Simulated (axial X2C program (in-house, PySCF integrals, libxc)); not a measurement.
## LiH: computed against measured constants

Calculated with an in-house relativistic program for diatomic molecules. Spin-free means the one-electron spin-free X2C Hamiltonian; two-component (2c) means X2C with spin–orbit coupling and atomic mean-field two-electron Coulomb and Gaunt terms, so the difference of the two also holds small scalar two-electron terms. Basis: Li dyall-cv3z [7s8p2d], H dyall-v3z [6s2p1d] (cores contracted in-house); Gaussian nuclei, density fitting, unrestricted open shells. Masses: Li 7.016 u, H 1.008 u.

```json
{"Hamiltonian": "spin-free", "level": "PBE0", "Re (Å)": "1.597", "ωe (cm⁻¹)": "1409.1", "ωexe (cm⁻¹)": "21.9", "De (eV)": "2.29"}
{"Hamiltonian": "spin-free", "level": "HF", "Re (Å)": "1.605", "ωe (cm⁻¹)": "1429.4", "ωexe (cm⁻¹)": "20.3", "De (eV)": "1.48"}
{"Hamiltonian": "spin-free", "level": "MP2", "Re (Å)": "1.600", "ωe (cm⁻¹)": "1425.6", "ωexe (cm⁻¹)": "21.3", "De (eV)": "2.23"}
{"Hamiltonian": "spin-free", "level": "CCSD", "Re (Å)": "1.606", "ωe (cm⁻¹)": "1396.0", "ωexe (cm⁻¹)": "22.8", "De (eV)": "2.47"}
{"Hamiltonian": "spin-free", "level": "CCSD(T)", "Re (Å)": "1.606", "ωe (cm⁻¹)": "1396.0", "ωexe (cm⁻¹)": "22.8", "De (eV)": "2.47"}
{"Hamiltonian": "spin-free", "level": "B3LYP", "Re (Å)": "1.589", "ωe (cm⁻¹)": "1417.3", "ωexe (cm⁻¹)": "22.4", "De (eV)": "2.54"}
{"Hamiltonian": "2c", "level": "PBE0", "Re (Å)": "1.597", "ωe (cm⁻¹)": "1409.0", "ωexe (cm⁻¹)": "21.9", "De (eV)": "2.29"}
{"Hamiltonian": "2c", "level": "HF", "Re (Å)": "1.605", "ωe (cm⁻¹)": "1429.4", "ωexe (cm⁻¹)": "20.3", "De (eV)": "1.48"}
{"Hamiltonian": "2c", "level": "MP2", "Re (Å)": "1.600", "ωe (cm⁻¹)": "1425.6", "ωexe (cm⁻¹)": "21.3", "De (eV)": "2.23"}
{"Hamiltonian": "2c", "level": "CCSD", "Re (Å)": "1.606", "ωe (cm⁻¹)": "1396.0", "ωexe (cm⁻¹)": "22.8", "De (eV)": "2.47"}
{"Hamiltonian": "2c", "level": "CCSD(T)", "Re (Å)": "1.606", "ωe (cm⁻¹)": "1396.0", "ωexe (cm⁻¹)": "22.8", "De (eV)": "2.47"}
{"Hamiltonian": "2c", "level": "B3LYP", "Re (Å)": "1.589", "ωe (cm⁻¹)": "1417.3", "ωexe (cm⁻¹)": "22.4", "De (eV)": "2.54"}
```

De refers to Li + H.

Correlated methods: 2 electrons correlated (number of frozen shells: Li 1 s; H none), 104 virtual spin orbitals or spinors in MP2, 32 natural virtuals in coupled cluster.

Measured (Huber and Herzberg, Constants of Diatomic Molecules, 1979; state 1Σ+): Re (Å) 1.5957, ωe (cm⁻¹) 1405.65, ωexe (cm⁻¹) 23.2.

Q: Work out the error of each level, computed minus measured.

A: 

```tsv
Hamiltonian	level	Re (Å)	ωe (cm⁻¹)	ωexe (cm⁻¹)
spin-free	PBE0	0.001	3.4	-1.30
spin-free	HF	0.009	23.8	-2.90
spin-free	MP2	0.004	19.9	-1.90
spin-free	CCSD	0.010	-9.7	-0.40
spin-free	CCSD(T)	0.010	-9.7	-0.40
spin-free	B3LYP	-0.007	11.6	-0.80
2c	PBE0	0.001	3.3	-1.30
2c	HF	0.009	23.8	-2.90
2c	MP2	0.004	19.9	-1.90
2c	CCSD	0.010	-9.7	-0.40
2c	CCSD(T)	0.010	-9.7	-0.40
2c	B3LYP	-0.007	11.6	-0.80
```

The state is a single determinant with fixed occupations, the lowest that a limited PBE0 search found. The closed shell is kept restricted, so the energy runs too high when the bond is stretched far. Dissociation energies refer to the lowest single-determinant-based atoms at the same level and basis. Coupled cluster ran in a truncated set of natural virtual spinors; the MP2 energy of the rest was added. (T) has no such correction and the atoms are truncated less, which lowers De at CCSD(T) by a hundredth of an eV or more.
